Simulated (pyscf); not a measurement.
Thermochemistry of product channels of `[CH]#[CH]` + `[CH2]` [triplet] on the triplet surface, in kJ/mol, from CCSD(T)/def2-TZVPP + ΔMP2(QZVPP) energies (ideal gas, 1 atm, RRHO with modes under 100 cm⁻¹ raised to 100, one conformer, R ln 2 for rigid chiral ones). Structures and frequencies: ωB97X-D3(BJ)/def2-SVP in PySCF. Correlated levels are frozen-core, on RHF or UHF. ΔMP2 is the change of the MP2 total energy from the triple- to the quadruple-zeta basis.

| products | ΔE | ΔH(298 K) | ΔG(298 K) | ΔG(600 K) |
|---|---|---|---|---|
| `[C]#[CH]` [doublet] + `[CH3]` [doublet] | +98.7 | +99.6 | +96.9 | +94.1 |
| `[CH]=[C]=[CH2]` [doublet] + `[H]` [doublet] | -35.6 | -45.0 | -36.9 | -29.5 |
| `[CH][CH]=[CH2]` [triplet] | -220.0 | -205.1 | -166.5 | -126.0 |
| `[C]=[CH][CH3]` [triplet] | -55.1 | -36.0 | +0.9 | +40.0 |
| `[C]#[C][CH3]` [doublet] + `[H]` [doublet] | +131.9 | +130.2 | +138.5 | +146.9 |

These are energies of the channels, which say nothing of barriers. :HC–CH=CH₂ [triplet] lies 228.9 kJ/mol over its isomer H₂C=C=CH₂, and others may lie lower still (electronic energy, ωB97M-D3(BJ)). :C=CH–CH₃ [triplet] lies 408.9 kJ/mol over its isomer H₂C=C=CH₂, and others may lie lower still (electronic energy, ωB97M-D3(BJ)). The CCSD(T) − MP2 part came from Ansatz, without density fitting, on the same reference. An open-shell T1 diagnostic exceeds 0.045. A UHF reference is spin-contaminated (<S²> up to 2.35), which harms MP2 most. C₂H has a Π state close over its Σ ground state, and the state reached was not checked.
